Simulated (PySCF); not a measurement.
**One shape, several levels: CH4OSi (SMILES CO[SiH])**

Wanted: a comparison of 5 runs (HF/STO-3G, HF/def2-SVP, B2PLYP/6-311+G**, M06-2X/cc-pVTZ, MP2/6-31+G*) of CH4OSi. The job is set up through a Python script.

Program for the calculation: PySCF 2.14.0.

### Step 1. The structure to begin with

The species is CH4OSi (7 atoms), meant as a singlet with charge 0. SMILES: `CO[SiH]`. The shape is that of a PBE0-D4/def2-TZVP optimisation. This is one conformer, not always the lowest.

Bond lengths: C1–O2 1.410 Å, O2–Si3 1.639 Å, C1–H4 1.092 Å, C1–H5 1.095 Å, C1–H6 1.092 Å, Si3–H7 1.552 Å. Angles: C1–O2–Si3 130.6°, O2–C1–H4 109.2°, O2–C1–H5 110.9°, O2–C1–H6 109.2°, O2–Si3–H7 97.1°, H4–C1–H5 109.5°, H4–C1–H6 108.5°, H5–C1–H6 109.5°.

### Step 2. Energy and gradient at HF/STO-3G (run 1)

The input, mol.xyz:

```xyz
7

C     -0.512400     0.485500    -0.338500
O     -0.443200    -0.446500     0.717600
Si     0.796900    -1.387300     1.229900
H     -1.296400     0.180800    -1.035500
H      0.443800     0.547500    -0.868700
H     -0.769300     1.467500     0.065400
H      1.841700    -0.915600     0.184100
```

The input, input.py:

```python
from pyscf import gto

system = gto.M(
    atom='mol.xyz',
    verbose=3,
    max_memory=1860,
    basis='sto-3g',
)

mf = system.RHF()
mf.conv_tol = 1e-10
mf.kernel()
if not mf.converged:
    mf = mf.newton().run(mf.mo_coeff, mf.mo_occ)

e_tot = mf.e_tot
print(f'total energy: {e_tot:.8f} hartree')
grad = mf.nuc_grad_method().kernel()
dip = mf.dip_moment()
pop, q = mf.mulliken_pop()
```

On the command line:

```
$ OMP_NUM_THREADS=1 python input.py
```

The program printed:

```text
converged SCF energy = -399.133024340311
total energy: -399.13302434 hartree
--------------- RHF gradients ---------------
         x                y                z
0 C    -0.0092043199     0.0080127302    -0.0050916070
1 O     0.0029610044     0.0093313076    -0.0122817309
2 Si    -0.0213648165    -0.0133338652     0.0256835432
3 H     0.0006959524    -0.0027944960     0.0049615592
4 H     0.0017930383    -0.0052422172     0.0052635618
5 H    -0.0000567095    -0.0045872170     0.0034355108
6 H     0.0251758508     0.0086137575    -0.0219708371
----------------------------------------------
Dipole moment(X, Y, Z, Debye):  0.36579,  0.25325, -0.46905
 ** Mulliken pop  **
pop of  0 C 1s            1.99233
pop of  0 C 2s            1.17901
pop of  0 C 2px           1.02993
pop of  0 C 2py           0.94520
pop of  0 C 2pz           0.91395
pop of  1 O 1s            1.99759
pop of  1 O 2s            1.80420
pop of  1 O 2px           1.71144
pop of  1 O 2py           1.46603
pop of  1 O 2pz           1.46680
pop of  2 Si 1s           1.99987
pop of  2 Si 2s           1.99564
pop of  2 Si 3s           1.73346
pop of  2 Si 2px          1.96044
pop of  2 Si 2py          1.96271
pop of  2 Si 2pz          1.96603
pop of  2 Si 3px          0.49486
pop of  2 Si 3py          0.55704
pop of  2 Si 3pz          0.73926
pop of  3 H 1s            0.94129
pop of  4 H 1s            0.94625
pop of  5 H 1s            0.94135
pop of  6 H 1s            1.25531
 ** Mulliken atomic charges  **
charge of    0C =     -0.06041
charge of    1O =     -0.44606
charge of    2Si =      0.59069
charge of    3H =      0.05871
charge of    4H =      0.05375
charge of    5H =      0.05865
charge of    6H =     -0.25531
```

It took 2.7 s on 1 thread of Intel Xeon at 2.50GHz (Skylake/Cascade Lake), shared host; peak memory 0.12 GiB.

### Step 3. Energy and forces at HF/def2-SVP (run 2)

The input, job.py:

```python
# CO[SiH]
from pyscf import gto

mol = gto.Mole()
mol.atom = '''
C     -0.968296     0.917462    -0.639672
O     -0.837527    -0.843763     1.356067
Si     1.505923    -2.621617     2.324174
H     -2.449841     0.341662    -1.956811
H      0.838660     1.034625    -1.641605
H     -1.453766     2.773173     0.123588
H      3.480309    -1.730233     0.347899
'''
mol.spin = 0
mol.charge = 0
mol.verbose = 4
mol.max_memory = 1860
mol.basis = 'def2-svp'
mol.unit = 'bohr'
mol.build()

mf = mol.RHF()
mf.conv_tol = 1e-10
mf.kernel()
if not mf.converged:
    mf = mf.newton().run(mf.mo_coeff, mf.mo_occ)

e_tot = mf.e_tot
print('E(%s) = %.9f' % ('HF', e_tot))
grad = mf.nuc_grad_method().kernel()
mf.analyze()
```

On the command line:

```
$ OMP_NUM_THREADS=1 python job.py
```

The program printed:

```text
PySCF version 2.14.0

[... 61 lines left out ...]
converged SCF energy = -403.783975988313
[... 25 lines left out ...]
MO #3   energy= -11.2914385773458  occ= 2
[... 8 lines left out ...]
MO #12  energy= -0.635908675832734 occ= 2
[... 8 lines left out ...]
MO #21  energy= 0.26009378886072   occ= 0
[... 8 lines left out ...]
MO #30  energy= 0.674523941963195  occ= 0
[... 8 lines left out ...]
MO #39  energy= 1.00673159913628   occ= 0
[... 8 lines left out ...]
MO #48  energy= 1.81473476215191   occ= 0
[... 8 lines left out ...]
MO #57  energy= 2.63068232523004   occ= 0
[... 8 lines left out ...]
MO #66  energy= 3.71946379564839   occ= 0
[... 76 lines left out ...]
Dipole moment(X, Y, Z, Debye):  0.13099,  1.15470, -1.41106
```

Run time: 7.2 s. Hardware: 1 thread of Intel Xeon at 2.50GHz (Skylake/Cascade Lake), shared host; peak memory 0.14 GiB.

Run 3 isn't shown in full; the table further down has it.

### Step 4. Energy and forces at M06-2X/cc-pVTZ (run 4)

The input, input.xyz:

```xyz
7
CH4OSi
C     -0.512400     0.485500    -0.338500
O     -0.443200    -0.446500     0.717600
Si     0.796900    -1.387300     1.229900
H     -1.296400     0.180800    -1.035500
H      0.443800     0.547500    -0.868700
H     -0.769300     1.467500     0.065400
H      1.841700    -0.915600     0.184100
```

The input, calc.py:

```python
from pyscf import gto, dft

mol = gto.M(
    atom='input.xyz',
    max_memory=1860,
    basis='cc-pvtz',
    verbose=4,
)

mf = dft.RKS(mol, xc='m06-2x')
mf.grids.level = 5
mf.conv_tol = 1e-10
mf.kernel()
if not mf.converged:
    mf = mf.newton().run(mf.mo_coeff, mf.mo_occ)

energy = mf.e_tot
print('Final energy', energy)
grad = mf.nuc_grad_method().kernel()
dip = mf.dip_moment()
pop, q = mf.mulliken_pop()
```

On the command line:

```
$ OMP_NUM_THREADS=1 python calc.py
```

The program printed:

```text
PySCF version 2.14.0

[... 76 lines left out ...]
converged SCF energy = -405.189178803442
Final energy -405.1891788034418
[... 14 lines left out ...]
Dipole moment(X, Y, Z, Debye):  0.00155,  0.99417, -1.16207
[... 158 lines left out ...]
charge of    6H =     -0.09894
```

It took 3 min on 1 thread of Intel Xeon at 2.50GHz (Skylake/Cascade Lake), shared host; peak memory 1.8 GiB.

### Step 5. Energy and forces at MP2/6-31+G(d) (spherical functions) (run 5)

The input, run.py:

```python
import pyscf.grad
from pyscf import gto, mp

system = gto.Mole()
system.atom = [
    ('C', (-0.512400, 0.485500, -0.338500)),
    ('O', (-0.443200, -0.446500, 0.717600)),
    ('Si', (0.796900, -1.387300, 1.229900)),
    ('H', (-1.296400, 0.180800, -1.035500)),
    ('H', (0.443800, 0.547500, -0.868700)),
    ('H', (-0.769300, 1.467500, 0.065400)),
    ('H', (1.841700, -0.915600, 0.184100)),
]
system.spin = 0
system.verbose = 3
system.basis = '6-31+g*'
system.charge = 0
system.max_memory = 1860
system.build()

myscf = system.RHF()
myscf.conv_tol = 1e-10
myscf.kernel()
if not myscf.converged:
    myscf = myscf.newton().run(myscf.mo_coeff, myscf.mo_occ)

pt = mp.MP2(myscf, frozen=7).run()
energy = pt.e_tot
print(f'total energy: {energy:.8f} hartree')
grad = pt.Gradients().kernel()
dip = myscf.dip_moment()
pop, q = myscf.mulliken_pop()
```

On the command line:

```
$ OMP_NUM_THREADS=1 python run.py
```

The program printed:

```text
converged SCF energy = -403.949971142243
[... 2 lines left out ...]
total energy: -404.33235001 hartree
[... 10 lines left out ...]
Dipole moment(X, Y, Z, Debye):  0.24738,  1.15748, -1.46953
[... 74 lines left out ...]
charge of    6H =     -0.23315
```

Wall time 17 s (1 thread of Intel Xeon at 2.50GHz (Skylake/Cascade Lake), shared host); peak memory 0.32 GiB.

### Step 6. All runs side by side

```csv
run,level,task,frozen core orbitals,energy (Eh),dipole moment (D) of the reference,HOMO energy (eV),LUMO energy (eV),wall time
1,HF/STO-3G,gradient,–,-399.133024,0.65,-6.29,6.81,2.7 s
2,HF/def2-SVP,gradient,–,-403.783976,1.83,-8.93,1.47,7.2 s
3,B2PLYP/6-311+G**,energy,7,-405.007270,1.74,-7.49,-0.92,32 s
4,M06-2X/cc-pVTZ,gradient,–,-405.189179,1.53,-7.52,-1.03,3 min
5,MP2/6-31+G* (spherical functions),gradient,7,-404.332350,1.89,-9.00,0.76,17 s
```

### Step 7. What came out

```
                                          quantity          value
                               run 5: total energy  -404.33235 Eh
       run 5: dipole moment (Hartree–Fock density)         1.89 D
        run 5: HOMO energy (Hartree–Fock orbitals)       -9.00 eV
        run 5: LUMO energy (Hartree–Fock orbitals)        0.76 eV
      run 5: HOMO–LUMO gap (Hartree–Fock orbitals)        9.76 eV
run 5: correlation energy (7 core orbitals frozen)     -382.4 mEh
                   run 5: largest force on an atom     1.080 eV/Å
```

**Reading.** Over runs 1, 2, 3, 4 the dipole moment (its size) runs from 0.65 D (HF/STO-3G) to 1.83 D (HF/def2-SVP). Over runs 1, 2, 3, 4 the HOMO–LUMO gap runs from 6.50 eV (M06-2X/cc-pVTZ) to 13.09 eV (HF/STO-3G). The two ends differ in method and basis. Totals of different functionals can't be ranked against each other. In run 1 the basis is minimal, so the values are rough. All runs together took 4 min, the longest 3 min.
